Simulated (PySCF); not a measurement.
# A diatomic session: AlCl

The task here is to estimate one member of a computed series from the others.

Method: Al jorge-DZP-DKH, Cl jorge-DZP-DKH, spin-free X2C with a Gaussian nucleus; program: PySCF 2.14.0.

The first run:

A driver script around PySCF takes these settings:

```
atoms                         : Al, Cl
charge                        : 0
basis                         : Al jorge-DZP-DKH, Cl jorge-DZP-DKH
Hamiltonian                   : spin-free X2C with a Gaussian nucleus
basis functions               : 48
electrons treated             : 30
masses in u                   : 26.9815, 34.9689
levels                        : PBE0, PBE, r²SCAN, PBEsol, M06-2X, BP86, HF, MP2, SCS-MP2, CCSD, CCSD(T)
grid                          : 80 radial by 434 angular points
occupations                   : held fixed by the projection of orbital angular momentum
dissociation limit            : Al + Cl, each in its ground configuration
starting distance in angstrom : 2.165
values of 2S to try           : 0, 2
```

Started as:

```console
$ OMP_NUM_THREADS=1 python dia.py task.json out
```

Among the steps run: The job; PBE0 along the bond; Other states along the same grid; PBE (GGA); r²SCAN; PBEsol (GGA); M06-2X; BP86; RHF (mean field); Correlated methods on the Hartree–Fock reference.

One table of the session follows, with a row left open; its other results are not shown here.

Energy (eV) from each level's lowest point:

| R (Å) | RHF | RHF-MP2 | RHF-SCS-MP2 | RHF-CCSD | RHF-CCSD(T) |
| --- | --- | --- | --- | --- | --- |
| 1.880 | 0.850 | 0.818 | 0.831 | n/a | n/a |
| 1.967 | 0.372 | 0.348 | 0.357 | 0.354 | 0.358 |
| 2.055 | 0.114 | 0.099 | 0.104 | 0.102 | 0.104 |
| 2.120 | 0.024 | 0.016 | 0.019 | 0.018 | 0.019 |
| 2.186 | 0.000 | 0.000 | 0.000 | 0.000 | 0.000 |
| 2.252 | 0.025 | 0.035 | 0.032 | 0.033 | 0.032 |
| 2.339 | ? | ? | ? | ? | ? |
| 2.448 | 0.290 | 0.332 | 0.320 | 0.325 | 0.322 |
| 2.579 | 0.552 | 0.619 | 0.601 | 0.610 | 0.606 |
| 2.754 | 0.941 | 1.044 | 1.019 | n/a | n/a |

Estimate the missing values for R (Å) = 2.339.

Worked estimate for «RHF». A straight line through the neighbours (2.252, 0.025) and (2.448, 0.290) gives 0.025 + (0.290 − 0.025) × (2.339 − 2.252) / (2.448 − 2.252) = 0.143; a parabola fitted to 4 rows on both sides gives 0.122.

As computed: RHF: 0.115; RHF-MP2: 0.138; RHF-SCS-MP2: 0.132; RHF-CCSD: 0.135; RHF-CCSD(T): 0.133. In «RHF» the line misses by +0.028 and the parabola by +0.007.
